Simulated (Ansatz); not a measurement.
# CH2BSi: the cost of one run

Method: UKS PBE0/def2-SVP, in Ansatz 0.2.0.

**1. The starting structure**

Bond lengths: B1–C2 1.355 Å, C2–Si3 1.750 Å, B1–H4 1.149 Å, Si3–H5 1.473 Å. Angles: B1–C2–Si3 173.5°, C2–B1–H4 176.0°, C2–Si3–H5 127.7°.

Coordinates:

```xyz
5

B    -0.9938   -1.1063    0.1222
C    -0.1968   -0.0178   -0.0067
Si    0.6724    1.4830   -0.2430
H    -1.6037   -2.0711    0.2493
H     2.1219    1.7122   -0.1219
```

**2. End point A**

File input.yaml:

```yaml
crystal:
  periodic: [false, false, false]
  atoms:
    - { symbol: B, position_ang: [-0.99378, -1.10627, 0.12223] }
    - { symbol: C, position_ang: [-0.19678, -0.01779, -0.00669] }
    - { symbol: Si, position_ang: [0.67236, 1.48299, -0.24296] }
    - { symbol: H, position_ang: [-1.60368, -2.07112, 0.24934] }
    - { symbol: H, position_ang: [2.12189, 1.71218, -0.12192] }
magnetization:
  spin_polarized: true
  initial_magnetization: 1
basis:
  gaussian: { orbitals: def2-SVP }
hamiltonian:
  xc: pbe0
relax:
  f_tol: 0.02
  max_steps: 50
output:
  orbitals: {}
```

The run is started by

```console
ansatz run input.yaml --threads 1 --pin off --max-ram 2048MiB --backend cpu --events-out ev --progress --plain --runs-dir out
```

What time and memory should one allow on 1 thread of Intel Xeon 6975P-C (Granite Rapids), shared host?

About 17 s, with a peak of 0.15 GiB.
